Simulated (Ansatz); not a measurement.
# Structure relaxation of MoRu₃W

The calculation used Ansatz 0.2.0, DFT PBE, scalar-relativistic, plane waves, PAW. Cutoff 420 eV, Γ-centred k mesh, Gaussian smearing, no spin polarisation in the final step.

MoRu₃W was placed on the cubic perovskite structure type (Pm-3m, No. 221), with Mo in place of Sr, W in place of Ti, Ru in place of O, at a guessed volume.

```xyz
5
Lattice="4.0416 0.0000 0.0000 0.0000 4.0416 0.0000 0.0000 0.0000 4.0416" Properties=species:S:1:pos:R:3 pbc="T T T"
Mo    0.0000    0.0000    0.0000
Ru    0.0000    2.0208    2.0208
Ru    2.0208    0.0000    2.0208
Ru    2.0208    2.0208    0.0000
W     2.0208    2.0208    2.0208
```

Cell and atoms relax at zero pressure; the relaxation can't lower the symmetry of the start. After a coarse first stage the cell is made exact in the group found at 0.06 Å.

Energies over the elements count from the elements' standard structures at the same level, with no empirical corrections.

Question: Describe the relaxed structure.

Answer: It keeps Pm-3m (No. 221). The result still has the cubic perovskite structure. Conventional cell: a = 4.585 Å. Mo has 12 Ru at 3.24 Å; Ru is coordinated by 2 W at 2.29 Å; around W lie 6 Ru at 2.29 Å.

Space group Pm-3m (No. 221). a = 4.585 Å, b = 4.585 Å, c = 4.585 Å, α = 90.00°, β = 90.00°, γ = 90.00°
| atom | site | symmetry | x | y | z |
| --- | --- | --- | --- | --- | --- |
| Mo | 1a | m-3m | 0.0000 | 0.0000 | 0.0000 |
| Ru | 3c | 4/mm.m | 0.0000 | 0.5000 | 0.5000 |
| W | 1b | m-3m | 0.5000 | 0.5000 | 0.5000 |

Question: What are its volume, energy, density and gap?

Answer: The volume per atom is 19.28 Å³. The density is 10.04 g/cm³ and the energy over the elements is 1.91 eV/atom. The gap on the 8×8×8 mesh is 0 eV (a metal).

The final run used a 8×8×8 mesh on its 5-atom cell and 0.10 eV smearing. The k mesh leaves about 4 meV/atom of noise in metals. Spin–orbit coupling is left out. A structure relaxed within its symmetry needn't be a true minimum.

Cost: 3 runs of about 1.1 core-minutes in all, on Arm Neoverse V1 (shared hosts).